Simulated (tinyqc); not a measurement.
Inside a calculation. Method: Hueckel theory of the pi electrons with the omega technique, for the molecule C=C(O)C=C[CH2+] (SMILES; centres numbered as the heavy atoms are written). One step of it, computed by the program tinyqc.

Problem. Omega technique, round 2. h_r = h_r(0) + omega q_r, omega = 1, with q_r = z_r - P_rr; 0.5 of the old diagonal is kept.

Hueckel matrix in units of beta (H = alpha + beta A), order 1C, 2C, 3O, 4C, 5C, 6C:
$$\begin{pmatrix}
0.000000 & 1.000000 & 0.000000 & 0.000000 & 0.000000 & 0.000000 \\
1.000000 & 0.000000 & 0.860000 & 1.000000 & 0.000000 & 0.000000 \\
0.000000 & 0.860000 & 2.170000 & 0.000000 & 0.000000 & 0.000000 \\
0.000000 & 1.000000 & 0.000000 & 0.000000 & 1.000000 & 0.000000 \\
0.000000 & 0.000000 & 0.000000 & 1.000000 & 0.000000 & 1.000000 \\
0.000000 & 0.000000 & 0.000000 & 0.000000 & 1.000000 & 0.000000
\end{pmatrix}$$

charge and bond-order matrix P, order 1C, 2C, 3O, 4C, 5C, 6C:
$$\begin{pmatrix}
0.758634 & 0.749951 & -0.184169 & 0.390530 & -0.197259 & -0.392393 \\
0.749951 & 0.910442 & 0.263789 & 0.561976 & 0.023533 & -0.208801 \\
-0.184169 & 0.263789 & 1.935459 & -0.123133 & -0.032406 & 0.072130 \\
0.390530 & 0.561976 & -0.123133 & 0.722899 & 0.577795 & 0.325386 \\
-0.197259 & 0.023533 & -0.032406 & 0.577795 & 0.936629 & 0.788430 \\
-0.392393 & -0.208801 & 0.072130 & 0.325386 & 0.788430 & 0.735938
\end{pmatrix}$$

Centres:
```
centre  z_r, pi electrons of the neutral centre         h
1C                                            1  0.000000
2C                                            1  0.000000
3O                                            2  2.170000
4C                                            1  0.000000
5C                                            1  0.000000
6C                                            1  0.000000
```

Give: matrix after round 2.

Solution.

matrix after round 2, order 1C, 2C, 3O, 4C, 5C, 6C:
$$\begin{pmatrix}
0.1859 & 1.0000 & 0.0000 & 0.0000 & 0.0000 & 0.0000 \\
1.0000 & 0.0565 & 0.8600 & 1.0000 & 0.0000 & 0.0000 \\
0.0000 & 0.8600 & 2.2174 & 0.0000 & 0.0000 & 0.0000 \\
0.0000 & 1.0000 & 0.0000 & 0.2157 & 1.0000 & 0.0000 \\
0.0000 & 0.0000 & 0.0000 & 1.0000 & 0.0326 & 1.0000 \\
0.0000 & 0.0000 & 0.0000 & 0.0000 & 1.0000 & 0.2120
\end{pmatrix}$$
